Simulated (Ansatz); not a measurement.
Mulliken charges of C₃H₅NS, SMILES `CSC1C=N1` from B3LYP/def2-TZVPP in Ansatz (PBE0-D4/def2-TZVP geometry).

```json
{"atom": "C1", "x (Å)": "-1.689", "y (Å)": "0.184", "z (Å)": "-0.590", "charge (e)": "-0.294"}
{"atom": "S2", "x (Å)": "-0.515", "y (Å)": "-1.102", "z (Å)": "-0.132", "charge (e)": "-0.086"}
{"atom": "C3", "x (Å)": "0.951", "y (Å)": "-0.123", "z (Å)": "-0.012", "charge (e)": "-0.022"}
{"atom": "C4", "x (Å)": "1.931", "y (Å)": "-0.366", "z (Å)": "1.013", "charge (e)": "-0.064"}
{"atom": "N5", "x (Å)": "1.255", "y (Å)": "0.646", "z (Å)": "1.278", "charge (e)": "-0.168"}
{"atom": "H6", "x (Å)": "-1.400", "y (Å)": "0.661", "z (Å)": "-1.527", "charge (e)": "0.109"}
{"atom": "H7", "x (Å)": "-1.771", "y (Å)": "0.930", "z (Å)": "0.201", "charge (e)": "0.130"}
{"atom": "H8", "x (Å)": "-2.656", "y (Å)": "-0.302", "z (Å)": "-0.727", "charge (e)": "0.116"}
{"atom": "H9", "x (Å)": "1.243", "y (Å)": "0.381", "z (Å)": "-0.931", "charge (e)": "0.103"}
{"atom": "H10", "x (Å)": "2.734", "y (Å)": "-0.960", "z (Å)": "1.430", "charge (e)": "0.176"}
```

Q: By hand: the dipole of these point charges (1 e Å = 4.8032 D).

A: Σ q r = (0.104, -0.014, -0.163) e Å, of length 0.194 e Å = 0.93 D.

Q: How does the dipole of the full density compare? (Estimate.)

A: Computed: (0.169, -0.054, -0.195) e Å, 1.27 D; the point charges give 0.73 times that, at 11° from its direction.

Point charges leave out the atoms' own dipoles, such as those of lone pairs, and Mulliken's split depends on the basis, so the two needn't agree.

B3LYP here is the variant with VWN-RPA as its local correlation; programs differ in this.
